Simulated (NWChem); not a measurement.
System: hydrogen fluoride (HF); SMILES F

All runs: NWChem. Pople sets run with spherical d functions. Geometry: optimised at PBE-D3(BJ)/def2-SVP. Static field.

Order these by “anisotropy (bohr³)”, lowest first: CAM-B3LYP/6-31+G*; CAM-B3LYP/def2-SVP; CAM-B3LYP/def2-TZVPD.

CAM-B3LYP/def2-TZVPD (1.3), CAM-B3LYP/6-31+G* (1.8), CAM-B3LYP/def2-SVP (2.7)
